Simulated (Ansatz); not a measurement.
Base system: CdSe in the zinc blende structure (space group F-43m, No. 216).

```xyz
2
Lattice="0.0000 3.0981 3.0981 3.0981 0.0000 3.0981 3.0981 3.0981 0.0000" Properties=species:S:1:pos:R:3 pbc="T T T"
Se     4.6472     4.6472     4.6472
Cd     0.0000     0.0000     0.0000
```

All numbers come from PBE, PAW, 420 eV (Ansatz, a first-principles code; spin-orbit coupling left out).

Modification: full substitution Se → Te; the structure is relaxed again.

Measured lattice parameter a: CdSe 6.077 Å (room temperature; as listed in arXiv:1206.3780); CdTe 6.48 Å (room temperature; as listed in M J Lucero, T M Henderson, G E Scuseria, Journal of Physics Condensed Matter (2012)).

**Question.** How well does PBE reproduce the measured shift?

**Answer.** With PBE the lattice parameter a moves by +0.422 Å (6.196 → 6.618) against +0.403 Å measured.

Whether these cells are dynamically stable was not tested.
